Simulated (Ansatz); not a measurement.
System: zinc-blende MgS (metastable phase). Method: r²SCAN0 (Ansatz, an electronic-structure program, plane waves, PAW).

Settings: plane-wave cutoff 520 eV, 8×8×8 k mesh, Fermi–Dirac smearing 0.01 eV, scalar-relativistic PAW data made under PBE.

Properties against volume:

| V (Å³/atom) | P (GPa) | direct gap at Γ (eV) |
|---|---|---|
| 21.352 | 3.57 | 5.943 |
| 21.913 | 1.69 | 5.791 |
| 22.678 | -0.51 | 5.596 |
| 23.037 | -1.42 | 5.508 |
| 23.599 | -2.71 | 5.375 |

A straight line through the gaps at Γ against ln V gives a volume deformation potential dE_g(Γ)/d ln V of -5.7 eV: the gap at Γ widens under compression.

Measured, for comparison: band gap 4.78 ± 0.1 eV (temperature not stated, extrapolated in composition from an alloy gap of 4.19 eV, direct; extrapolated from a Zn0.2Mg0.8S0.645Se0.355 epilayer; as tabulated in Lucero et al. (2012), arXiv:1111.4515).
